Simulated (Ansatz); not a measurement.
We consider Na2CaV4O12 (P4/nbm, No. 125; cell taken from a computed entry), described by r²SCAN in Ansatz (plane waves, PAW).

Numerical settings: plane-wave cutoff 560 eV, 4×4×8 k mesh (along the axes of the cell as run), Fermi–Dirac smearing 0.01 eV, no spin polarisation, scalar-relativistic PAW data made under PBE.

Cell (relaxed with PBEsol):

```yaml
crystal:
  lattice:
    - [10.34505, 0.00000, 0.00000]
    - [0.00000, 10.34505, 0.00000]
    - [0.00000, 0.00000, 4.95564]
  atoms:
    - { symbol: Na, position: [0.75000, 0.75000, 0.50000] }
    - { symbol: Na, position: [0.25000, 0.75000, 0.50000] }
    - { symbol: Na, position: [0.25000, 0.25000, 0.50000] }
    - { symbol: Na, position: [0.75000, 0.25000, 0.50000] }
    - { symbol: Ca, position: [0.00000, 0.00000, 0.50000] }
    - { symbol: Ca, position: [0.50000, 0.50000, 0.50000] }
    - { symbol: V, position: [0.27675, 0.00000, 0.00000] }
    - { symbol: V, position: [0.00000, 0.27675, 0.00000] }
    - { symbol: V, position: [0.72325, 0.00000, 0.00000] }
    - { symbol: V, position: [0.00000, 0.72325, 0.00000] }
    - { symbol: V, position: [0.22325, 0.50000, 0.00000] }
    - { symbol: V, position: [0.50000, 0.22325, 0.00000] }
    - { symbol: V, position: [0.77675, 0.50000, 0.00000] }
    - { symbol: V, position: [0.50000, 0.77675, 0.00000] }
    - { symbol: O, position: [0.43462, 0.31108, 0.24173] }
    - { symbol: O, position: [0.68892, 0.43462, 0.24173] }
    - { symbol: O, position: [0.56538, 0.68892, 0.24173] }
    - { symbol: O, position: [0.31108, 0.56538, 0.24173] }
    - { symbol: O, position: [0.43462, 0.68892, 0.75827] }
    - { symbol: O, position: [0.68892, 0.56538, 0.75827] }
    - { symbol: O, position: [0.56538, 0.31108, 0.75827] }
    - { symbol: O, position: [0.31108, 0.43462, 0.75827] }
    - { symbol: O, position: [0.06538, 0.18892, 0.75827] }
    - { symbol: O, position: [0.81108, 0.06538, 0.75827] }
    - { symbol: O, position: [0.93462, 0.81108, 0.75827] }
    - { symbol: O, position: [0.18892, 0.93462, 0.75827] }
    - { symbol: O, position: [0.06538, 0.81108, 0.24173] }
    - { symbol: O, position: [0.81108, 0.93462, 0.24173] }
    - { symbol: O, position: [0.93462, 0.18892, 0.24173] }
    - { symbol: O, position: [0.18892, 0.06538, 0.24173] }
    - { symbol: O, position: [0.12149, 0.37851, 0.14705] }
    - { symbol: O, position: [0.62149, 0.12149, 0.14705] }
    - { symbol: O, position: [0.87851, 0.62149, 0.14705] }
    - { symbol: O, position: [0.37851, 0.87851, 0.14705] }
    - { symbol: O, position: [0.12149, 0.62149, 0.85295] }
    - { symbol: O, position: [0.62149, 0.87851, 0.85295] }
    - { symbol: O, position: [0.87851, 0.37851, 0.85295] }
    - { symbol: O, position: [0.37851, 0.12149, 0.85295] }
```

### Question
Predict the band gap.

### Answer

- band gap = 3.22 eV (direct)

Note: cell and atoms aren't relaxed at this level (largest force component 0.27 eV/Å).

The computed numbers hold no vibrational or temperature effects.

Ansatz is a program for electronic structure.
